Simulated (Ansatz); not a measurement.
```yaml
crystal:
  periodic: [false, false, false]
  atoms:
    - {symbol: Si, position_ang: [-0.232083, -0.242555, -0.024677]}
    - {symbol: O, position_ang: [-0.789110, 1.025950, -0.366907]}
    - {symbol: O, position_ang: [1.021193, -0.783405, 0.391593]}
basis:
  gaussian: {orbitals: cc-pVTZ-DK, fitting: {mean_field: def2-universal-jkfit}}
total_charge: -1
magnetization: {spin_polarized: true, initial_magnetization: 1}
hamiltonian: {xc: {name: wB97}}
scf: {omitted_lower_state_checks: [starts]}
output: {forces: true}
```

```sh
$ ansatz run in.yaml --threads 4 --pin off --events-out ev --progress --plain --max-ram 3916MiB
```

Shortened log:

```
Functional definition: wB97
282 factors; integrals over basis functions are off by at most 6.7e-1 eV
282 factors; integrals over basis functions are off by at most 6.0e-4 eV
mean field evaluation 1: about -11990.4065 eV, gradient 2.2e1 eV
mean field evaluation 2: about -11990.1091 eV, gradient 2.7e1 eV
mean field evaluation 4: about -11992.3949 eV, gradient 5.9e-1 eV
mean field evaluation 8: about -11992.4018 eV, gradient 2.1e-2 eV
mean field evaluation 16: about -11992.4018 eV, gradient 3.1e-5 eV
mean field -11992.40181330 eV, -440.7126378970 hartree, gradient 3.0e-5 eV, S^2 0.753863; 0 other end points of the search recorded, 0 dependent functions left out
reference -11992.40180728 eV, -440.7126376758 hartree; 16, 15 occupied and 78, 79 virtual orbitals, 282 factors
Total energy: -11992.40180728 eV, -440.7126376758 hartree
Relativity: scalar
Atom 0 at    -0.232083    -0.242555    -0.024677 Å, force    -4.321641    -4.516563    -0.459571 eV/Å
Atom 1 at    -0.789110     1.025950    -0.366907 Å, force    -3.670200     8.086248    -2.213357 eV/Å
Atom 2 at     1.021193    -0.783405     0.391593 Å, force     7.991842    -3.569685     2.672929 eV/Å
Dipole moment:    -0.080297    -0.083919    -0.008539 e Å
Checks for a lower state left out: starts
```

Hardware: 4 threads of Intel Xeon on a shared host. Wall time 3.6 s.

DK, ANO-RCC and x2c sets are all-electron and run with scalar relativity unless a key says otherwise. The highest occupied level of an anion often lies above zero with these methods, and sets without diffuse functions describe the outer electron poorly.

The dipole of an ion depends on the origin.
